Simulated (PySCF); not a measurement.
Bonding in `C#CC(C)=O`

C₄H₄O.
Numbering: `[CH:1]#[C:2][C:3]([CH3:4])=[O:5]` (hydrogens: H6 on C1; H7, H8, H9 on C4)

Structure used (GFN2-xTB), in Å, numbered top down from 1:
```
atom  x, y, z in Å
C1     2.1510    0.6415   -0.1024
C2     1.1322    0.0420    0.1085
C3    -0.0728   -0.7054    0.3726
C4    -1.3194    0.0228   -0.0604
O5    -0.0634   -1.7966    0.8848
H6     3.0358    1.1758   -0.2923
H7    -1.3856    0.9754    0.4624
H8    -1.2669    0.2304   -1.1278
H9    -2.1974   -0.5798    0.1566
```

Bond orders from the PBE0/pcSseg-1 density (PySCF). Isolated species at its GFN2-xTB geometry, gas phase.

Q: How far do the computed orders between heavy atoms stray from the drawn ones?

A: The largest departure is 0.536, at C1–C2 (drawn triple, 2.464). Drawn double or triple, more than 0.30 short of the drawn order: C1–C2 (2.464).

Q: Set the Mayer orders of the bonds beside their lengths.

A: 
```json
{"bond": "C1–C2", "drawn as": "triple", "length (Å)": "1.201", "Mayer order": "2.464"}
{"bond": "C2–C3", "drawn as": "single", "length (Å)": "1.442", "Mayer order": "0.905"}
{"bond": "C3–C4", "drawn as": "single", "length (Å)": "1.507", "Mayer order": "1.027"}
{"bond": "C3–O5", "drawn as": "double", "length (Å)": "1.205", "Mayer order": "2.013"}
{"bond": "C1–H6", "drawn as": "single", "length (Å)": "1.051", "Mayer order": "1.132"}
{"bond": "C4–H7", "drawn as": "single", "length (Å)": "1.089", "Mayer order": "0.943"}
{"bond": "C4–H8", "drawn as": "single", "length (Å)": "1.089", "Mayer order": "0.943"}
{"bond": "C4–H9", "drawn as": "single", "length (Å)": "1.087", "Mayer order": "0.957"}
```

Bonds between the same two heavy elements. C–C: lowest C2–C3 (0.905, 1.442 Å), highest C1–C2 (2.464, 1.201 Å); in 1 of the 3 pairs the longer bond (by over 0.003 Å) has the higher order (by 0.02 or more).

Q: Sum the orders of all bonds at each heavy atom with more than one neighbour and set the sums beside the valence in the SMILES.

A: C1 3.596 (drawn 4), C2 3.369 (drawn 4), C3 3.945 (drawn 4), C4 3.870 (drawn 4). Orders between atoms that aren't bonded are not in these sums.

The Mayer order sums products of elements of PS (density times overlap matrix) between the two atoms' basis functions, so it depends on the basis set.
